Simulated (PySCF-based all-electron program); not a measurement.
Values are calculated unless marked as measured or tabulated.
# Force along the bond of Cl2, singlet

Method: all-electron DFT (in-house code on PySCF), basis-limit composite values; the spin-free Dirac equation, no spin–orbit coupling, spin-restricted. Forces are good to about 0.005 eV/Å. In part, the full relativistic part was added along one bond alone. A positive force pushes the atoms apart.

| r (Å) | PBE (eV/Å) | r2SCAN (eV/Å) |
| --- | --- | --- |
| 1.68908 | 13.160 | ? |
| 1.78844 | 6.927 | ? |
| 1.808 | 5.991 | ? |

**Question.** Fill in the missing r2SCAN forces.

**Answer.** 1.68908 Å: 12.958 eV/Å; 1.78844 Å: 6.684 eV/Å; 1.808 Å: 5.746 eV/Å.
